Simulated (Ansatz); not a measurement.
# C₆H₁₀: one species, many methods

An exercise on one series of results from a longer session: the logs are not shown, and one member is left open.

Program: Ansatz 0.2.0, Gaussian basis. Level of theory: functionals in def2-TZVPP, the program's frozen cores in correlated methods. These are calculated values, not measurements.

Plan: LDA (SPW92), PBE-D4, revPBE-D4, BLYP-D4, r2SCAN-D4, B97M-V, PBE0-D4, B3LYP-D4, r2SCANh-D4, r2SCAN0-D4, HSE06-D4, BHLYP-D4, CAM-B3LYP-D4, LC-ωPBE, ωB97X-V, ωB97M-V, B2PLYP, PBE-QIDH; CCSD(T)/def2-SVP; CCSD(T)/def2-TZVPP; MP2/def2-QZVPP; extrapolation to the limit; RPA on PBE.

### The geometry

All runs share one geometry, relaxed beforehand with PBE0-D4 in a triple-zeta def2 set.

SMILES `C1CC1C1CC1`, 16 atoms, charge 0, spin multiplicity 1.

Atoms are counted from 1 here; the program's logs count them from 0.

Bond lengths: C1–C2 1.500 Å, C1–C3 1.498 Å, C1–H7 1.083 Å, C1–H8 1.084 Å, C2–C3 1.498 Å, C2–H9 1.083 Å, C2–H10 1.084 Å, C3–C4 1.486 Å, C3–H11 1.087 Å, C4–C5 1.498 Å, C4–C6 1.498 Å, C4–H12 1.087 Å, C5–C6 1.500 Å, C5–H13 1.084 Å, C5–H14 1.083 Å, C6–H15 1.083 Å, C6–H16 1.084 Å. Angles: C2–C1–C3 59.9°, C2–C1–H7 118.3°, C2–C1–H8 117.8°, C3–C1–H7 118.6°, C3–C1–H8 117.3°, H7–C1–H8 114.4°, C1–C2–C3 59.9°, C1–C2–H9 118.3°, C1–C2–H10 117.8°, C3–C2–H9 118.6°, C3–C2–H10 117.3°, H9–C2–H10 114.4°, C1–C3–C2 60.1°, C1–C3–C4 120.2°, C1–C3–H11 116.0°, C2–C3–C4 120.2°, C2–C3–H11 116.0°, C4–C3–H11 114.1° and more.

The first run:

in.yaml reads:

```yaml
crystal:
  periodic: [false, false, false]
  atoms:
    - {symbol: C, position_ang: [1.039556, -1.340785, -1.017379]}
    - {symbol: C, position_ang: [1.560662, -1.155961, 0.377315]}
    - {symbol: C, position_ang: [0.168876, -0.722988, 0.033016]}
    - {symbol: C, position_ang: [-0.168668, 0.723081, -0.032490]}
    - {symbol: C, position_ang: [-1.560253, 1.156006, -0.377676]}
    - {symbol: C, position_ang: [-1.040100, 1.340682, 1.017392]}
    - {symbol: H, position_ang: [0.813967, -2.345653, -1.352150]}
    - {symbol: H, position_ang: [1.425475, -0.687777, -1.791435]}
    - {symbol: H, position_ang: [1.691708, -2.034334, 0.996999]}
    - {symbol: H, position_ang: [2.297455, -0.378508, 0.542305]}
    - {symbol: H, position_ang: [-0.632503, -1.349419, 0.415448]}
    - {symbol: H, position_ang: [0.632937, 1.349606, -0.414296]}
    - {symbol: H, position_ang: [-2.296877, 0.378525, -0.543279]}
    - {symbol: H, position_ang: [-1.690923, 2.034458, -0.997328]}
    - {symbol: H, position_ang: [-0.814824, 2.345522, 1.352456]}
    - {symbol: H, position_ang: [-1.426497, 0.687543, 1.791100]}
basis:
  gaussian: {orbitals: def2-TZVPP}
hamiltonian: {xc: lda}
output: {orbitals: {seedname: orbitals}}
```

Command:

```console
$ ansatz run in.yaml --threads 2 --pin off --events-out ev --progress --plain --max-ram 32768MiB --backend cuda --devices 0, --max-vram 18GiB
```

Among the steps run: LDA; PBE-D4 (GGA); revPBE-D4 (GGA); BLYP-D4 (GGA); r2SCAN-D4 (meta-GGA); B97M-V (meta-GGA); PBE0-D4 (hybrid); B3LYP-D4 (hybrid); r2SCANh-D4 (hybrid); r2SCAN0-D4 (hybrid); HSE06-D4 (hybrid); BHLYP-D4 (hybrid); CAM-B3LYP-D4 (range-separated); LC-ωPBE (range-separated); ωB97X-V (range-separated); ωB97M-V (range-separated); B2PLYP (double hybrid); PBE-QIDH (double hybrid).

One table of the session follows, with a row left open; its other results are not shown here.

It belongs to the step «Orbital energies across the functionals». 

```
  functional  HOMO (eV)  LUMO (eV)  gap (eV)
 LDA (SPW92)      -6.15       0.51      6.66
      PBE-D4      -5.99       0.64      6.64
   revPBE-D4          ?          ?         ?
     BLYP-D4      -5.86       0.65      6.52
   r2SCAN-D4      -6.18       1.36      7.55
      B97M-V      -6.29       0.83      7.13
     PBE0-D4      -7.21       1.48      8.69
    B3LYP-D4      -7.00       1.16      8.16
  r2SCANh-D4      -6.64       1.62      8.26
  r2SCAN0-D4      -7.33       1.97      9.30
    HSE06-D4      -6.81       1.11      7.92
    BHLYP-D4      -8.33       2.14     10.47
CAM-B3LYP-D4      -8.57       2.28     10.85
     LC-ωPBE      -9.92       3.54     13.46
     ωB97X-V      -9.55       3.36     12.90
     ωB97M-V      -9.45       2.95     12.39
```

Q: Estimate the row for revPBE-D4 from the others.

As computed: HOMO (eV): -5.93; LUMO (eV): 0.70; gap (eV): 6.63. In the column «HOMO (eV)» it lies between PBE-D4 (-5.99) and BLYP-D4 (-5.86).
